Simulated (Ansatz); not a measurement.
# Si2H5O+ (SMILES O[SiH+][SiH3]): single points off equilibrium

The atoms stand at a structure displaced at random from a GFN2-xTB minimum. How far do the functionals agree with CCSD(T) there?

Method: single points in def2-TZVPP; program: Ansatz 0.2.0, Gaussian basis.

Correlated methods freeze the cores.

## 1. The system as given

8 atoms, charge 1, spin multiplicity 1.

Atoms are counted from 1 here; the program's logs count them from 0.

Bond lengths: O1–Si2 1.496 Å, O1–H4 1.044 Å, Si2–Si3 2.360 Å, Si2–H5 1.520 Å, Si3–H6 1.524 Å, Si3–H7 1.556 Å, Si3–H8 1.579 Å. Angles: Si2–O1–H4 144.0°, O1–Si2–Si3 106.3°, O1–Si2–H5 116.6°, Si3–Si2–H5 137.0°, Si2–Si3–H6 105.5°, Si2–Si3–H7 104.1°, Si2–Si3–H8 103.1°, H6–Si3–H7 108.1°, H6–Si3–H8 114.0°, H7–Si3–H8 120.3°.

Coordinates:

```xyz
8

O    -1.51400    0.64640   -0.72680
Si   -0.01820    0.68870   -0.71940
Si    0.67940   -0.88080    0.89900
H    -2.36780    1.03350   -1.18560
H     0.64230    1.59600   -1.74500
H     0.66620   -0.13140    2.22640
H     2.16030   -1.17770    0.52560
H    -0.41310   -2.01530    0.79070
```

## 2. CCSD(T)/def2-TZVPP

File run/in.yaml:

```yaml
crystal:
  periodic: [false, false, false]
  atoms:
    - {symbol: O, position_ang: [-1.514000, 0.646400, -0.726800]}
    - {symbol: Si, position_ang: [-0.018200, 0.688700, -0.719400]}
    - {symbol: Si, position_ang: [0.679400, -0.880800, 0.899000]}
    - {symbol: H, position_ang: [-2.367800, 1.033500, -1.185600]}
    - {symbol: H, position_ang: [0.642300, 1.596000, -1.745000]}
    - {symbol: H, position_ang: [0.666200, -0.131400, 2.226400]}
    - {symbol: H, position_ang: [2.160300, -1.177700, 0.525600]}
    - {symbol: H, position_ang: [-0.413100, -2.015300, 0.790700]}
basis:
  gaussian: {orbitals: def2-TZVPP}
total_charge: 1
correlation: {method: ccsd_t}
output: {forces: true}
```

The command line of these runs was not kept.

## 3. PBE0-D4/def2-TZVPP

Changes to run/in.yaml since step 2:

```diff
@@ -14,3 +14,3 @@
 total_charge: 1
-correlation: {method: ccsd_t}
-output: {forces: true}
+hamiltonian: {xc: pbe0, dispersion: d4}
+output: {forces: true, orbitals: {seedname: orbitals}}
```

## 4. wB97M-V/def2-TZVPP

Changes to run/in.yaml since step 3:

```diff
@@ -14,3 +14,3 @@
 total_charge: 1
-hamiltonian: {xc: pbe0, dispersion: d4}
-output: {forces: true, orbitals: {seedname: orbitals}}
+hamiltonian: {xc: {name: wB97M-V}}
+output: {forces: true}
```

## 5. r2SCAN-D4/def2-TZVPP

Changes to run/in.yaml since step 4:

```diff
@@ -14,3 +14,3 @@
 total_charge: 1
-hamiltonian: {xc: {name: wB97M-V}}
+hamiltonian: {xc: r2scan, dispersion: d4}
 output: {forces: true}
```

## 6. PBE-D4/def2-TZVPP

Changes to run/in.yaml since step 5:

```diff
@@ -14,3 +14,3 @@
 total_charge: 1
-hamiltonian: {xc: r2scan, dispersion: d4}
+hamiltonian: {xc: pbe, dispersion: d4}
 output: {forces: true}
```

## 7. BHLYP-D4/def2-TZVPP

Changes to run/in.yaml since step 6:

```diff
@@ -14,3 +14,3 @@
 total_charge: 1
-hamiltonian: {xc: pbe, dispersion: d4}
+hamiltonian: {xc: {name: BHLYP}, dispersion: d4}
 output: {forces: true}
```

## 8. BLYP-D4/def2-TZVPP

Changes to run/in.yaml since step 7:

```diff
@@ -14,3 +14,3 @@
 total_charge: 1
-hamiltonian: {xc: {name: BHLYP}, dispersion: d4}
+hamiltonian: {xc: {name: BLYP}, dispersion: d4}
 output: {forces: true}
```

(Steps that only read results are left out.)

**Question.** What will these runs give? Wanted: energy less free atoms, CCSD(T)/def2-TZVPP; RMS force component; RMS force error; HOMO and LUMO, PBE0-D4; T1 diagnostic.

As calculated:

| quantity | value |
| --- | --- |
| energy less free atoms, CCSD(T)/def2-TZVPP | -391.4 kcal/mol |
| RMS force component | 1.889 to 1.979 eV/Å over the methods |
| RMS force error | PBE0-D4 0.119, wB97M-V 0.063, r2SCAN-D4 0.117, PBE-D4 0.211, BHLYP-D4 0.219, BLYP-D4 0.192 eV/Å |
| HOMO and LUMO, PBE0-D4 | -14.00 and -7.96 eV |
| T1 diagnostic | 0.015 |

In words: Against CCSD(T) the functionals' energies less atoms differ by -17.0 to -2.6 kcal/mol, PBE-D4 by -14.5 kcal/mol. CCSD(T) in triple zeta still lacks some correlation energy of the bonds, so part of these gaps is its own basis error and they don't rank the functionals. On forces the order runs from wB97M-V to BHLYP-D4. Frozen-core CCSD(T) forces in triple zeta carry basis errors of their own, and this is one geometry, so small gaps rank nothing.
